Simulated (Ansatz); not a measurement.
C4H10S can be A, `CSC(C)C`, or B, `CC(C)(C)S`.

Program: Ansatz. Geometries: PBE0-D4/def2-TZVP. ΔE: electronic, gas phase. CCSD(T)/CBS adds triple-zeta CCSD(T) − MP2 to the extrapolated MP2 energy (def2 sets, frozen cores). DFT in def2-TZVPP. Each species was taken in one conformer, which may not be the lowest.

(1) Which isomer does CCSD(T)/CBS put lower? Give the gap. (Estimate.)

(2) Give E(B) − E(A) in kJ/mol with BLYP-D4, CCSD(T)/def2-TZVPP, PBE-D4, LDA (SPW92), CCSD/def2-TZVPP, CCSD(T)/def2-SVP, r2SCAN-D4. (An estimate is asked.)

(3) Does the order hold for the free energy at 298.15 K (harmonic terms from PBE0-D4)? (Estimate.)

Largest T1 diagnostic: 0.009.

Results:

(1) Computed: B, by 17.6 kJ/mol.

(2) Ansatz gave: BLYP-D4 -10.0, CCSD(T)/def2-TZVPP -20.0, PBE-D4 -10.0, LDA (SPW92) -17.9, CCSD/def2-TZVPP -19.5, CCSD(T)/def2-SVP -31.1, r2SCAN-D4 -14.0. None reverses the order clearly.

(3) Ansatz gave: Yes: G(B) − G(A) = -19.1 kJ/mol, for one conformer each. Modes under 60 cm⁻¹, often nearly free rotors, make the harmonic entropy too high.

From BLYP to BHLYP (50 % exact exchange), in def2-TZVPP and without D4, E(B) − E(A) moves by −5.5 kJ/mol. In def2-TZVPP, CCSD(T) changes the Hartree–Fock value by −7.8 kJ/mol (the triples alone add −0.5 kJ/mol) and MP2 by −9.0 kJ/mol.
